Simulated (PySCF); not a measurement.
**CH3S, SMILES `C[S]` (charge 0, multiplicity 2)**

These are PBE-D3(BJ)/def2-TZVP // PBE0-D3(BJ)/def2-TZVP (PySCF 2.14.0) values and carry that method's errors.

| Property | Result |
|---|---|
| highest occupied spin orbital | -5.31 eV |
| dipole moment | 1.76 D |
| total energy | -11914.65 eV |
| cost | around 30 core-seconds (rough) |

Bond lengths (Å): C1–S2 1.782, C1–H3 1.096, C1–H4 1.091, C1–H5 1.091. Bond angles (°): S2–C1–H3 106.4, S2–C1–H4 111.9, S2–C1–H5 111.8, H3–C1–H4 107.8, H3–C1–H5 107.7, H4–C1–H5 110.9.
Charge 0, spin multiplicity 2.
